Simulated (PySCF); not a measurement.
PySCF input for hydrogen isocyanide (CHN), SMILES [C-]#[NH+], EOM-CCSD/aug-cc-pVDZ. The structure is a stationary point at r2SCAN-D4/def2-TZVPD.

```python
import numpy as np
from pyscf import gto, scf, dft, cc
from pyscf.cc import eom_rccsd

mol = gto.M(
    atom='''
    C     0.00000000    0.00000000   -0.73816550
    N     0.00000000    0.00000000    0.42879397
    H     0.00000000    0.00000000    1.42743524
    ''',
    basis='aug-cc-pVDZ',
    charge=0,
    spin=0,
    max_memory=1600,
    verbose=4,
)
mf = scf.RHF(mol)
mf.conv_tol = 1e-10
mf.max_cycle = 100
mf.kernel()
mycc = cc.CCSD(mf, frozen=2)
mycc.conv_tol = 1e-8
mycc.kernel()
mycc.solve_lambda()
dip = scf.hf.dip_moment(mol, mycc.make_rdm1(ao_repr=True))
res = {}
for name, solver, nroots, keep in (('singlet', eom_rccsd.EOMEESinglet, 9, 6), ('triplet', eom_rccsd.EOMEETriplet, 6, 3), ('IP', eom_rccsd.EOMIP, 6, 5), ('EA', eom_rccsd.EOMEA, 3, 2)):
    eom = solver(mycc)
    eom.max_cycle, eom.max_space = 200, 40
    e = eom.kernel(nroots=nroots)[0]
    res[name] = (e[:keep] * 27.211386245988, all(eom.converged[:keep]))
    print(name, 'roots / eV', res[name][0].round(3))
```

Program output:

```
PySCF version 2.14.0

[INPUT] verbose = 4
[INPUT] num. atoms = 3
[INPUT] num. electrons = 14
[INPUT] charge = 0
[INPUT] spin (= nelec alpha-beta = 2S) = 0
[INPUT] symmetry False subgroup None
[INPUT] Mole.unit = angstrom
[INPUT] Symbol           X                Y                Z      unit          X                Y                Z       unit  Magmom
[INPUT]  1 C      0.000000000000   0.000000000000  -0.738165500000 AA    0.000000000000   0.000000000000  -1.394930629603 Bohr   0.0
[INPUT]  2 N      0.000000000000   0.000000000000   0.428793970000 AA    0.000000000000   0.000000000000   0.810303167165 Bohr   0.0
[INPUT]  3 H      0.000000000000   0.000000000000   1.427435240000 AA    0.000000000000   0.000000000000   2.697461664153 Bohr   0.0

nuclear repulsion = 24.2210151280386
number of shells = 21
number of NR pGTOs = 81
number of NR cGTOs = 55
basis = aug-cc-pVDZ
ecp = {}


[settings echo left out]
init E= -92.9851683491959
  HOMO = -0.341773466996919  LUMO = 0.0393851033630437  gap/eV = 10.37185
cycle= 1 E= -92.854564933138  delta_E= 0.131  |g|= 0.214  |ddm|= 1.88
  HOMO = -0.495917317433329  LUMO = 0.0262991456187489  gap/eV = 14.21023
cycle= 2 E= -92.8702287722822  delta_E= -0.0157  |g|= 0.0544  |ddm|= 0.393
  HOMO = -0.487169931762107  LUMO = 0.0286012090227281  gap/eV = 14.03485
cycle= 3 E= -92.8714010098981  delta_E= -0.00117  |g|= 0.0208  |ddm|= 0.0945
  HOMO = -0.488963334355483  LUMO = 0.0281775776754012  gap/eV = 14.07212
cycle= 4 E= -92.8715313595538  delta_E= -0.00013  |g|= 0.00874  |ddm|= 0.0298
  HOMO = -0.491129990102531  LUMO = 0.0282765995599163  gap/eV = 14.13377
cycle= 5 E= -92.8715537636456  delta_E= -2.24e-05  |g|= 0.00159  |ddm|= 0.0144
  HOMO = -0.490462873575673  LUMO = 0.028169501695535  gap/eV = 14.11271
cycle= 6 E= -92.8715551074405  delta_E= -1.34e-06  |g|= 0.000584  |ddm|= 0.00286
  HOMO = -0.490584773360702  LUMO = 0.0281821116841847  gap/eV = 14.11637
cycle= 7 E= -92.871555223213  delta_E= -1.16e-07  |g|= 9.7e-05  |ddm|= 0.000946
  HOMO = -0.490610205564963  LUMO = 0.0281872675932613  gap/eV = 14.11720
cycle= 8 E= -92.8715552262412  delta_E= -3.03e-09  |g|= 8.29e-06  |ddm|= 0.000167
  HOMO = -0.490610660036216  LUMO = 0.0281878184171429  gap/eV = 14.11723
cycle= 9 E= -92.8715552262782  delta_E= -3.71e-11  |g|= 1.15e-06  |ddm|= 2.32e-05
  HOMO = -0.490610742136817  LUMO = 0.0281878821664794  gap/eV = 14.11723
Extra cycle  E= -92.871555226279  delta_E= -7.67e-13  |g|= 4.22e-07  |ddm|= 2.47e-06
converged SCF energy = -92.871555226279

******** <class 'pyscf.cc.ccsd.CCSD'> ********
CC2 = 0
CCSD nocc = 5, nmo = 53
frozen orbitals 2
max_cycle = 50
direct = 0
conv_tol = 1e-08
conv_tol_normt = 1e-05
diis_space = 6
diis_start_cycle = 0
diis_start_energy_diff = 1e+09
Init t2, MP2 energy = -93.153763720773  E_corr(MP2) -0.282208494494031
Init E_corr(CCSD) = -0.282208494494126
cycle = 1  E_corr(CCSD) = -0.283630768711405  dE = -0.00142227422  norm(t1,t2) = 0.0522219
cycle = 2  E_corr(CCSD) = -0.293370195162675  dE = -0.00973942645  norm(t1,t2) = 0.0183496
cycle = 3  E_corr(CCSD) = -0.293957655509676  dE = -0.000587460347  norm(t1,t2) = 0.0089709
cycle = 4  E_corr(CCSD) = -0.29563962851843  dE = -0.00168197301  norm(t1,t2) = 0.00399086
cycle = 5  E_corr(CCSD) = -0.295674923677347  dE = -3.52951589e-05  norm(t1,t2) = 0.00082101
cycle = 6  E_corr(CCSD) = -0.295609994831455  dE = 6.49288459e-05  norm(t1,t2) = 0.00025723
cycle = 7  E_corr(CCSD) = -0.295618643271214  dE = -8.64843976e-06  norm(t1,t2) = 8.10213e-05
cycle = 8  E_corr(CCSD) = -0.295619256967139  dE = -6.13695925e-07  norm(t1,t2) = 2.57687e-05
cycle = 9  E_corr(CCSD) = -0.295617615069314  dE = 1.64189783e-06  norm(t1,t2) = 8.20767e-06
cycle = 10  E_corr(CCSD) = -0.295617434877839  dE = 1.80191474e-07  norm(t1,t2) = 3.53364e-06
cycle = 11  E_corr(CCSD) = -0.295617388857747  dE = 4.60200928e-08  norm(t1,t2) = 9.24222e-07
cycle = 12  E_corr(CCSD) = -0.295617379043521  dE = 9.81422582e-09  norm(t1,t2) = 2.91166e-07
CCSD converged
E(CCSD) = -93.16717260532253  E_corr = -0.2956173790435208
cycle = 1  norm(lambda1,lambda2) = 0.0222867
cycle = 2  norm(lambda1,lambda2) = 0.00443279
cycle = 3  norm(lambda1,lambda2) = 0.00259632
cycle = 4  norm(lambda1,lambda2) = 0.0010557
cycle = 5  norm(lambda1,lambda2) = 0.000198706
cycle = 6  norm(lambda1,lambda2) = 6.31877e-05
cycle = 7  norm(lambda1,lambda2) = 1.89865e-05
cycle = 8  norm(lambda1,lambda2) = 5.56607e-06
Dipole moment(X, Y, Z, Debye): -0.00000,  0.00000,  3.18334

******** <class 'pyscf.cc.eom_rccsd.EOMEESinglet'> ********
max_space = 40
max_cycle = 200
conv_tol = 1e-08
partition = None
EOM-CCSD root 0 E = 0.3057176788077542  qpwt = 0.796216  conv = True
EOM-CCSD root 1 E = 0.3057176788077542  qpwt = 0.131765  conv = True
EOM-CCSD root 2 E = 0.3125804805076311  qpwt = 0.904852  conv = True
EOM-CCSD root 3 E = 0.3266973795557799  qpwt = 0.948794  conv = True
EOM-CCSD root 4 E = 0.3648267467106134  qpwt = 0.908328  conv = True
EOM-CCSD root 5 E = 0.368368258459123  qpwt = 0.955099  conv = True
EOM-CCSD root 6 E = 0.3683682614066063  qpwt = 0.955099  conv = True
EOM-CCSD root 7 E = 0.3763582727611154  qpwt = 0.929237  conv = True
EOM-CCSD root 8 E = 0.3763582769892916  qpwt = 0.929237  conv = True
singlet roots / eV [ 8.319  8.319  8.506  8.89   9.927 10.024]

******** <class 'pyscf.cc.eom_rccsd.EOMEETriplet'> ********
max_space = 40
max_cycle = 200
conv_tol = 1e-08
partition = None
EOM-CCSD root 0 E = 0.2261522310061399  qpwt = 0.951996  conv = True
EOM-CCSD root 1 E = 0.2261522807710976  qpwt = 0.951997  conv = True
EOM-CCSD root 2 E = 0.2643499492133395  qpwt = 0.961581  conv = True
EOM-CCSD root 3 E = 0.3089550133757323  qpwt = 0.895527  conv = True
EOM-CCSD root 4 E = 0.3206625763798276  qpwt = 0.932539  conv = True
EOM-CCSD root 5 E = 0.3490362292214702  qpwt = 0.925679  conv = True
triplet roots / eV [6.154 6.154 7.193]

******** <class 'pyscf.cc.eom_rccsd.EOMIP'> ********
max_space = 40
max_cycle = 200
conv_tol = 1e-08
partition = None
EOM-CCSD root 0 E = 0.4409582139857098  qpwt = 0.925134  conv = True
EOM-CCSD root 1 E = 0.5143177491052054  qpwt = 0.476094  conv = True
EOM-CCSD root 2 E = 0.5143177491052054  qpwt = 0.476094  conv = True
EOM-CCSD root 3 E = 0.8054709702804376  qpwt = 0.762273  conv = True
EOM-CCSD root 4 E = 0.8571539975000629  qpwt = 1.60577e-10  conv = True
EOM-CCSD root 5 E = 0.860112330990081  qpwt = 7.62728e-29  conv = True
IP roots / eV [11.999 13.995 13.995 21.918 23.324]

******** <class 'pyscf.cc.eom_rccsd.EOMEA'> ********
max_space = 40
max_cycle = 200
conv_tol = 1e-08
partition = None
EOM-CCSD root 0 E = 0.02140705829440017  qpwt = 0.995659  conv = True
EOM-CCSD root 1 E = 0.08990518105756617  qpwt = 0.984647  conv = True
EOM-CCSD root 2 E = 0.08990518322070375  qpwt = 0.984647  conv = True
EA roots / eV [0.583 2.446]
```

Self-consistency was reached.

Cost: about 23 core-seconds (a rough figure).
